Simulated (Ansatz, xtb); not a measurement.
## Relative energy of two isomers of C3H3FO

Structure X: `O=C/C=C/F`, a singlet. Structure Y: `O=C=CCF`, a singlet. Both are isolated molecules in the gas phase, relaxed with B3LYP/def2-SVP; the shapes shown needn't be the lowest conformers.

X (Å):

```yaml
atoms:
  - { symbol: C, position_ang: [-0.4067, 0.4268, 0.5903] }
  - { symbol: C, position_ang: [-0.8556, 1.1976, -0.5785] }
  - { symbol: C, position_ang: [0.0376, 1.8348, -1.3453] }
  - { symbol: F, position_ang: [-0.3011, 2.5451, -2.4106] }
  - { symbol: O, position_ang: [-1.1445, -0.1774, 1.3342] }
  - { symbol: H, position_ang: [0.7040, 0.4329, 0.7572] }
  - { symbol: H, position_ang: [-1.9253, 1.2353, -0.8009] }
  - { symbol: H, position_ang: [1.1193, 1.8294, -1.1670] }
```

Y (Å):

| atom | x (Å) | y (Å) | z (Å) |
| --- | --- | --- | --- |
| C | 0.8034 | 0.2435 | 0.3060 |
| C | -0.2321 | -0.5050 | 0.6496 |
| C | -1.6358 | -0.2002 | 0.2228 |
| F | -2.0199 | -0.9411 | -0.8854 |
| O | 1.7086 | 0.9205 | 0.0342 |
| H | -0.0046 | -1.4338 | 1.1812 |
| H | -1.7501 | 0.8687 | -0.0228 |
| H | -2.3322 | -0.4436 | 1.0425 |

Energies in hartree; the thermal terms are from B3LYP/def2-SVP harmonic frequencies (ideal gas, rigid rotor, one conformer each, 298.15 K, 1 atm) and include the zero-point energy:

```
                              X           Y
E, CCSD(T)/def2-SVP  −290.188053  −290.185112
    E, MP2/def2-SVP  −290.134320  −290.135057
  E, MP2/def2-TZVPP  −290.678231  −290.680088
  zero-point energy     0.054069     0.054293
       H(298 K) − E     0.060022     0.060358
       G(298 K) − E     0.026108     0.025648
```

Problem. Correct the CCSD(T) difference for the basis set by the MP2 change, then work out ΔE, ΔE₀, ΔH and ΔG for X → Y in kJ/mol (1 Eh = 2625.50 kJ/mol) and the equilibrium ratio [Y]/[X].

Solution. 1. Differences Y − X: CCSD(T) +0.002941, MP2 in the small set −0.000737, MP2 in the large set −0.001857 Eh.
2. ΔE = +0.002941 + (−0.001857 − (−0.000737)) = +0.001821 Eh = +4.78 kJ/mol.
3. ΔE₀ = ΔE + ΔZPE = +0.001821 + (+0.000224) Eh = +5.37 kJ/mol.
4. ΔH = ΔE + (+0.000336) Eh = +5.66 kJ/mol.
5. ΔG = ΔE + (−0.000460) Eh = +3.57 kJ/mol, so ΔS = (ΔH − ΔG)/T = +7.0 J/(mol K).
6. kT = 0.9442 mEh, so K = [Y]/[X] = exp(−ΔG/kT) = exp(−1.44) ≈ 0.24.

The two are too close for this level to say which is favoured. An error of 4 kJ/mol in ΔG would change K by a factor of 5. GFN2-xTB gave ΔE the other sign. Mirror images and further conformers aren't counted.

As drawn, both hold the same kinds of bond in the same numbers.

Other levels gave ΔE = −35.3 (GFN2-xTB); +15.3 (HF/STO-3G, GFN2-xTB geometries); +5.2 (r2SCAN-D4/def2-SVP, GFN2-xTB geometries); +7.0 (B3LYP/def2-SVP); +7.2 (HF/def2-SVP); −1.9 (MP2/def2-SVP); +7.7 (CCSD(T)/def2-SVP) kJ/mol. The correlated steps freeze 5 core orbitals. Programs: Ansatz 0.2.0, xtb 6.7.1.
